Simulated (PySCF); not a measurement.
# [Cl5]+: structure of the singlet

The task is one start of a wider search on [Cl5]+: the singlet, from a PBE0 minimum start. It is relaxed, tested by its Hessian and followed downhill if it is a saddle.

Method: wB97X, basis Cl def2-SVP, no relativity, density fitting; program: PySCF 2.14.0.

## (1) The system as given

5 atoms, charge 1, spin multiplicity 1.

Bond lengths: Cl1–Cl2 2.213 Å, Cl1–Cl3 2.213 Å, Cl1–Cl4 2.213 Å, Cl1–Cl5 2.213 Å. Angles: Cl2–Cl1–Cl3 87.6°, Cl2–Cl1–Cl4 156.5°, Cl2–Cl1–Cl5 87.6°, Cl3–Cl1–Cl4 87.6°, Cl3–Cl1–Cl5 156.5°, Cl4–Cl1–Cl5 87.6°.

```xyz
5
charge 1 multiplicity 1
Cl    0.0000    0.0000    0.3612
Cl    2.1669    0.0000   -0.0903
Cl    0.0000    2.1669   -0.0903
Cl   -2.1669    0.0000   -0.0903
Cl    0.0000   -2.1669   -0.0903
```

## (2) First SCF at the start

One driver script runs all steps and calls PySCF; scf.py shows how it sets up the SCF of each step. The optimiser is the driver's own. The state is first sought with PBE0. After this first run the driver tries any further starts and a stability analysis.

File scf.py:

```python
from pyscf import gto, scf, dft
mol = gto.M(atom='''
Cl     0.000000    -0.000000     0.361230
Cl     2.166930    -0.000000    -0.090310
Cl     0.000000     2.166930    -0.090310
Cl    -2.166930     0.000000    -0.090310
Cl    -0.000000    -2.166930    -0.090310''',
    basis={'Cl': 'def2-SVP'},
    charge=1, spin=0)
mf = dft.RKS(mol, xc='PBE0')
mf.grids.atom_grid = (50, 194)
aux = {'Cl': 'def2-universal-JKFIT'}
mf = mf.density_fit(auxbasis=aux)
mf.conv_tol = 1e-08
mf.diis_space = 10
mf.max_cycle = 60
mf.init_guess = 'minao'
mf.verbose = 4
mf.kernel()
```

The run is started by

```sh
OMP_NUM_THREADS=2 python axn.py task.json out
```

Standard output:

```text
init E= -2299.65894910688
  HOMO = -0.33100413946138  LUMO = -0.28633083103199  gap/eV = 1.21562
cycle= 1 E= -2298.52734758146  delta_E= 1.13  |g|= 1.07  |ddm|= 2.68
  HOMO = -0.557370714009962  LUMO = -0.534191102193049  gap/eV = 0.63075
cycle= 2 E= -2297.58072589758  delta_E= 0.947  |g|= 2.19  |ddm|= 3.91
  HOMO = -0.522919808996985  LUMO = -0.514570259037665  gap/eV = 0.22720
cycle= 3 E= -2298.87224781413  delta_E= -1.29  |g|= 0.223  |ddm|= 3.23
  HOMO = -0.528357635217542  LUMO = -0.480822068083392  gap/eV = 1.29351
cycle= 4 E= -2298.88585865708  delta_E= -0.0136  |g|= 0.0463  |ddm|= 0.224
  HOMO = -0.529340050613911  LUMO = -0.479544674586234  gap/eV = 1.35500
cycle= 5 E= -2298.88656571292  delta_E= -0.000707  |g|= 0.013  |ddm|= 0.0743
  HOMO = -0.52842285771171  LUMO = -0.478721467394435  gap/eV = 1.35244
cycle= 6 E= -2298.88667605208  delta_E= -0.00011  |g|= 0.00271  |ddm|= 0.0432
  HOMO = -0.528559386167906  LUMO = -0.478757458236261  gap/eV = 1.35518
cycle= 7 E= -2298.88670233792  delta_E= -2.63e-05  |g|= 0.00123  |ddm|= 0.0279
  HOMO = -0.528563937003083  LUMO = -0.478688933298771  gap/eV = 1.35717
cycle= 8 E= -2298.88671257711  delta_E= -1.02e-05  |g|= 0.000397  |ddm|= 0.0242
  HOMO = -0.528614774727902  LUMO = -0.478713486466978  gap/eV = 1.35788
cycle= 9 E= -2298.8867134797  delta_E= -9.03e-07  |g|= 0.000144  |ddm|= 0.00903
  HOMO = -0.52861123951515  LUMO = -0.478709585611078  gap/eV = 1.35789
cycle= 10 E= -2298.88671348798  delta_E= -8.27e-09  |g|= 3.68e-05  |ddm|= 0.000725
  HOMO = -0.528610069229842  LUMO = -0.478707168187816  gap/eV = 1.35793
Extra cycle  E= -2298.88671348754  delta_E= 4.39e-10  |g|= 7.07e-05  |ddm|= 0.000152
converged SCF energy = -2298.88671348754
```

This step, with its further starts and checks, ran for 5.5 s (2 threads of Arm Neoverse N1, shared host).

The test of internal stability found no lower closed-shell solution.

## (3) PBE0 minimum start, singlet: relaxation

The program finds C4v symmetry in the start, which this walk keeps. Threshold on the gradient: 0.0003 Eh/bohr, with a further test on the energy change.

scf.py: that of step 2 with these lines changed.

```diff
@@ -3,5 +3,5 @@
-Cl     0.000000    -0.000000     0.361230
-Cl     2.166930    -0.000000    -0.090310
-Cl     0.000000     2.166930    -0.090310
-Cl    -2.166930     0.000000    -0.090310
-Cl    -0.000000    -2.166930    -0.090310''',
+Cl     0.000000     0.000000     0.361232
+Cl     2.166930     0.000000    -0.090308
+Cl    -0.000000     2.166930    -0.090308
+Cl    -2.166930     0.000000    -0.090308
+Cl    -0.000000    -2.166930    -0.090308''',
@@ -10 +10 @@
-mf = dft.RKS(mol, xc='PBE0')
+mf = dft.RKS(mol, xc='WB97X')
@@ -17 +16,0 @@
-mf.init_guess = 'minao'
```

The optimiser's trace:

```csv
step,energy (Eh),change (kJ/mol),largest symmetric gradient (Eh/bohr)
0,-2299.603737,0.00,0.00536
1,-2299.604231,-1.30,0.00293
2,-2299.604409,-1.77,0.00044
3,-2299.604411,-1.77,0.00005
```

The walk took 22 s.

Geometry (Å) and forces (eV/Å) at some steps:

```
step 0
Cl   0.000   0.000   0.361   0.000   0.000  -0.250
Cl   2.167   0.000  -0.090  -0.276   0.000   0.063
Cl   0.000   2.167  -0.090   0.000  -0.276   0.063
Cl  -2.167   0.000  -0.090   0.276   0.000   0.063
Cl   0.000  -2.167  -0.090   0.000   0.276   0.063
step 1
Cl   0.000   0.000   0.343   0.000   0.000  -0.073
Cl   2.156   0.000  -0.086  -0.151   0.000   0.018
Cl   0.000   2.156  -0.086   0.000  -0.151   0.018
Cl  -2.156   0.000  -0.086   0.151   0.000   0.018
Cl   0.000  -2.156  -0.086   0.000   0.151   0.018
step 2
Cl   0.000   0.000   0.340   0.000   0.000   0.022
Cl   2.140   0.000  -0.085   0.002   0.000  -0.006
Cl   0.000   2.140  -0.085   0.000   0.002  -0.006
Cl  -2.140   0.000  -0.085  -0.002   0.000  -0.006
Cl   0.000  -2.140  -0.085   0.000  -0.002  -0.006
step 3
Cl   0.000   0.000   0.343   0.000   0.000   0.003
Cl   2.139   0.000  -0.086   0.000   0.000  -0.001
Cl   0.000   2.139  -0.086   0.000   0.000  -0.001
Cl  -2.139   0.000  -0.086   0.000   0.000  -0.001
Cl   0.000  -2.139  -0.086   0.000   0.000  -0.001
```

After 3 steps and 1.8 kJ/mol it ends at C4v: Cl–Cl 2.182 Å (×4); Cl–Cl–Cl 87.8° (×4), Cl–Cl–Cl 157.3° (×2).

## (4) Is it a minimum? Harmonic modes

On the finer grid the gradient is checked again; gradients at displacements of ±0.02 bohr then give force constants and infrared intensities.

scf.py: that of step 3 with these lines changed.

```diff
@@ -3,5 +3,5 @@
-Cl     0.000000     0.000000     0.361232
-Cl     2.166930     0.000000    -0.090308
-Cl    -0.000000     2.166930    -0.090308
-Cl    -2.166930     0.000000    -0.090308
-Cl    -0.000000    -2.166930    -0.090308''',
+Cl     0.000000    -0.000000     0.344069
+Cl     2.139116     0.000000    -0.086017
+Cl    -0.000000     2.139116    -0.086017
+Cl    -2.139116     0.000000    -0.086017
+Cl    -0.000000    -2.139116    -0.086017''',
@@ -11 +11 @@
-mf.grids.atom_grid = (50, 194)
+mf.grids.atom_grid = (75, 302)
@@ -14 +14 @@
-mf.conv_tol = 1e-08
+mf.conv_tol = 1e-10
```

This SCF starts from the last density.

Log of the central SCF (cycles and frontier levels):

```text
init E= -2299.60380861293
  HOMO = -0.619324185935072  LUMO = -0.403958834234883  gap/eV = 5.86039
cycle= 1 E= -2299.60380861294  delta_E= -9.09e-12  |g|= 1.8e-07  |ddm|= 6.17e-07
  HOMO = -0.619324183541558  LUMO = -0.403958853917504  gap/eV = 5.86039
Extra cycle  E= -2299.60380861293  delta_E= 1.82e-12  |g|= 2.09e-07  |ddm|= 4.9e-07
converged SCF energy = -2299.60380861293
```

The whole step took 71 s.

Geometry: C4v; Cl–Cl 2.182 Å (×4); Cl–Cl–Cl 87.8° (×4), Cl–Cl–Cl 157.3° (×2).

Modes, for the most abundant isotopes:

```json
{"symmetry": "b1", "ω (cm⁻¹)": "49", "IR (km/mol)": "0.0", "μ (u)": "34.97", "type": "bend"}
{"symmetry": "a1", "ω (cm⁻¹)": "207", "IR (km/mol)": "1.4", "μ (u)": "34.97", "type": "bend"}
{"symmetry": "e", "ω (cm⁻¹)": "228", "IR (km/mol)": "1.6", "μ (u)": "34.97", "type": "bend"}
{"symmetry": "b2", "ω (cm⁻¹)": "238", "IR (km/mol)": "0.0", "μ (u)": "34.97", "type": "bend"}
{"symmetry": "b1", "ω (cm⁻¹)": "255", "IR (km/mol)": "0.0", "μ (u)": "34.97", "type": "stretch"}
{"symmetry": "a1", "ω (cm⁻¹)": "305", "IR (km/mol)": "0.2", "μ (u)": "34.97", "type": "mixed"}
{"symmetry": "e", "ω (cm⁻¹)": "387", "IR (km/mol)": "122", "μ (u)": "34.97", "type": "mixed"}
```

All wavenumbers are real: a minimum.

Constants and moments:

- Dipole moment about the centre of mass: 0.30 D
- Highest occupied level: -16.85 eV
- Lowest empty level: -10.99 eV
- Rotational constants: 0.05184, 0.05184, 0.02634 cm⁻¹
- Zero-point energy: 13.7 kJ/mol
- Principal polarisabilities: 25.6, 96.7, 96.7 bohr³
- Principal traceless quadrupole moments about the centre of mass: -12.37, 6.18, 6.18 D Å
- Entropy at 298.15 K and 1 bar: 359.1 J/(mol K)
- Heat capacity Cp at 298.15 K: 98.5 J/(mol K)
- Enthalpy at 298.15 K above 0 K: 21.64 kJ/mol
- Rotational symmetry number: 4

Populations by atom (charges in e):

```tsv
atom	Mulliken	Löwdin	polar tensor	Mayer order to Cl1
Cl1	0.36	0.56	1.14	–
Cl2,3,4,5	0.16	0.11	-0.03	0.62
```

Outer orbital energies (eV). occupied: -18.28, -18.28, -17.83, -17.75, -17.75, -17.56, -17.38, -16.85; empty: -10.99, -7.94, -7.94, 7.27.

Mulliken populations on Cl1: s 5.89, p 10.57, d 0.18.

## (5) Outcome

```
                            quantity                                                              value
                             minimum                                                       singlet, C4v
                            geometry      Cl–Cl 2.182 Å (×4); Cl–Cl–Cl 87.8° (×4), Cl–Cl–Cl 157.3° (×2)
                  wavenumbers (cm⁻¹)  49 (b1), 207 (a1), 228 (e), 238 (b2), 255 (b1), 305 (a1), 387 (e)
      dipole moment (centre of mass)                                                             0.30 D
highest occupied, lowest empty level                                                  -16.85, -10.99 eV
          polar-tensor charge of Cl1                                                            +1.14 e
                   zero-point energy                                                        13.7 kJ/mol
                 entropy at 298.15 K                                                    359.1 J/(mol K)
```

**Reading.** The molecule stays C4v, as typed, and the end point is a minimum. In the infrared the band at 387 cm⁻¹ (e, mixed) leads. Other starts or spin states, not run here, may lie lower.

The search up to here took 99 s.
